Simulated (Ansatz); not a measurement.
The first iterations of a band of AlH7NP (10 atoms, charge 0, multiplicity 1).

All numbers below come from RKS r2SCAN-D4/6-31G* (Ansatz 0.2.0).

```
movable images  : 5
climbing image  : yes
spring          : 5.0 eV/Å²
optimiser       : quadratic models (default)
start path      : through a guess of the saddle point
force threshold : 0.05 eV/Å
iteration limit : 58
end points      : relaxed
```

Initial state:

```xyz
10
Properties=species:S:1:pos:R:3
Al 0.206 0.085 0.317
N -0.157 -0.698 1.906
H -1.023 -1.176 2.123
H 0.534 -0.895 2.619
H 1.745 0.400 0.009
H -0.887 -0.086 -0.840
P -0.502 2.434 1.162
H -1.799 2.446 1.721
H -0.560 3.708 0.537
H 0.195 2.830 2.326
```

Final state:

```xyz
10
Properties=species:S:1:pos:R:3
Al -0.061 0.628 0.153
N -0.164 -0.045 2.113
H -0.006 -1.053 2.162
H 0.539 0.405 2.701
H 1.458 0.229 -0.174
H -1.256 -0.237 -0.478
P -0.479 2.954 0.312
H -1.622 2.836 1.164
H 0.419 3.187 1.401
H -1.077 0.144 2.527
```

| iteration | highest image above the first end (eV) | largest band force component (eV/Å) |
| --- | --- | --- |
| 1 | 15.354 | 64.478 |
| 2 | 4.040 | 10.912 |
| 3 | 2.277 | 7.171 |
| 4 | 1.312 | 4.405 |
| 5 | 0.772 | 2.038 |
| 6 | 0.835 | 1.404 |

Task: Does the band converge within its limit, and where does its top end?

Result: The forces met the threshold. It ended after 20 iterations with the highest image 0.802 eV above the first end. A vibrational analysis at the climbing image gives one clearly imaginary mode, 1038i cm⁻¹: a first-order saddle point. The orbitals stay closed-shell, which can raise the energy where a bond breaks towards radicals; this wasn't checked here.

Time of the run: 6.1 min on 1 thread of Intel(R) Xeon(R) CPU @ 2.60GHz (Ice Lake), with other jobs on the host, peak memory 0.15 GiB.
